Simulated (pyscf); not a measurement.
One four-centre exchange on the singlet surface with elements of a group swapped. ωB97M-D3(BJ)/def2-TZVP, kJ/mol, from the separated reactants. Single points on ωB97X-D3(BJ)/def2-SVP structures (PySCF, gas phase).

```
step                           barrier  reaction energy  imaginary mode (i cm⁻¹)
-----------------------------  -------  ---------------  -----------------------
H₂P–GaH₂ + H₂ → PH₃ + GaH₃       127.9            +24.0                     1353
H₂Ga–BiH₂ + H₂ → BiH₃ + GaH₃     113.4            +49.2                     1188
H₂In–SbH₂ + H₂ -> SbH₃ + InH₃    148.4            +59.1                     1369
H₂Ga–AsH₂ + H₂ → AsH₃ + GaH₃     125.6            +37.3                     1287
H₂In–BiH₂ + H₂ -> BiH₃ + InH₃    146.3            +68.7                     1322
H₂As–InH₂ + H₂ -> AsH₃ + InH₃        …                …                     1420
```

Question: What belongs in the gaps?

Answer: 
- H₂As–InH₂ + H₂ -> AsH₃ + InH₃, barrier: 146.6
- H₂As–InH₂ + H₂ -> AsH₃ + InH₃, reaction energy: +47.0

Row 1: On the product side the descent ends in a complex, 20.2 kJ/mol under the separated species and 109.4 kJ/mol under the saddle at ωB97X-D3(BJ)/def2-TZVP. Row 2: On the product side the descent ends in an adduct with a Bi–Ga contact (not fully relaxed), 44.8 kJ/mol under the separated species and 84.0 kJ/mol under the saddle at ωB97X-D3(BJ)/def2-TZVP. Row 3: On the product side the descent ends in a complex, 28.8 kJ/mol under the separated species and 93.0 kJ/mol under the saddle at ωB97X-D3(BJ)/def2-TZVP. Row 4: On the product side the descent ends in a complex, 23.2 kJ/mol under the separated species and 94.2 kJ/mol under the saddle at ωB97X-D3(BJ)/def2-TZVP. Row 5: On the product side the descent ends in an adduct with a Bi–In contact (not fully relaxed), 40.1 kJ/mol under the separated species and 88.7 kJ/mol under the saddle at ωB97X-D3(BJ)/def2-TZVP. Row 6: On the product side the descent ends in a complex (not fully relaxed), 26.1 kJ/mol under the separated species and 104.8 kJ/mol under the saddle at ωB97X-D3(BJ)/def2-TZVP. Each row is the saddle that its search found. Elements up to Kr have no core potential and no relativistic terms here. Elements past Kr carry the def2 core potentials, without spin-orbit coupling.
